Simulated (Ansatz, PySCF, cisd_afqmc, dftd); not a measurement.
Species: O2, charge 0, triplet. O2 (SMILES O=O, triplet).
B3LYP-D3(BJ)/def2-TZVP minimum from Ansatz (a program for electronic structure):
```
O
O 1 1.2043
```
Charge 0, spin multiplicity 3.

Property: enthalpy of formation at 298 K (by atomisation, with ideal-gas terms from PySCF's Hessian at B3LYP-D3(BJ)/def2-TZVP and the atoms' measured values of the G2/97 table; no spin-orbit terms), in kcal/mol. Open shells are spin-unrestricted; no spin-orbit coupling. Correlated methods leave the cores frozen. Rows without X2C or -DK are non-relativistic. The Monte Carlo rows (phaseless AFQMC, CISD trial, step 0.005/hartree) carry one-sigma bars that omit the constraint's bias. Outlying blocks are dropped, and bars are widened where a walk drifts. Over all cases where full CI ran beside it in this data, AFQMC minus full CI had a median of +0.1 mEh and passed +0.4 mEh in a tenth of the cases. CBS(X,Y): correlation extrapolated as X^-3, Hartree-Fock from the larger set (Q,5: extrapolated as (X+1)exp(-9√X)). A bracket is a step between two methods taken in the basis named. The functionals are non-relativistic, so their misses hold any scalar relativity. 'core' is core correlation in cc-pwCVTZ, 'X2C' scalar relativity in cc-pVTZ-DK, both at CCSD(T). The UHF reference of O2 (O=O, triplet) is spin-contaminated (<S^2> up to 0.05 over the pure value in the sets run).

Measured: 0.0 kcal/mol, 0.0 kJ/mol (G2/97 table in ASE (Curtiss et al.)); atomic spin-orbit terms, which the calculations lack, would raise the computed values.

```csv
level,program,enthalpy of formation at 298 K (kcal/mol),error against that value
PBE/def2-TZVPD,Ansatz,-23.1,-23.1
r2SCAN/def2-TZVPD,Ansatz,-9.2,-9.2
B3LYP/def2-TZVPD,Ansatz,-3.2,-3.2
PBE0-D3(BJ)/def2-TZVPD,Ansatz + dftd3,-4.0,-4.0
CCSD(T)/cc-pVQZ,Ansatz,3.1,3.1
"CCSD(T)/CBS(cc-pVTZ,cc-pVQZ)",Ansatz,1.1,1.1
"CCSD(T)/CBS(cc-pVQZ,cc-pV5Z) + core + X2C",Ansatz,0.4,0.4
CCSDT(Q)/cc-pVDZ,Ansatz,15.2,15.2
CCSDT(Q)/cc-pVTZ,Ansatz,6.0,6.0
AFQMC/CISD/cc-pVDZ,cisd_afqmc,16.1 ± 0.3,16.1
AFQMC/CISD/cc-pVTZ,cisd_afqmc,6.9 ± 0.3,6.9
"CCSD(T)/CBS(cc-pVQZ,cc-pV5Z) + [CCSDT(Q) - CCSD(T)]/cc-pVTZ + core + X2C",Ansatz,-0.3,-0.3
"CCSD(T)/CBS(cc-pVQZ,cc-pV5Z) + [CCSDT(Q) - CCSD(T)]/cc-pVTZ + [CCSDTQ - CCSDT(Q)]/cc-pVDZ + core + X2C",Ansatz,-0.1,-0.1
```
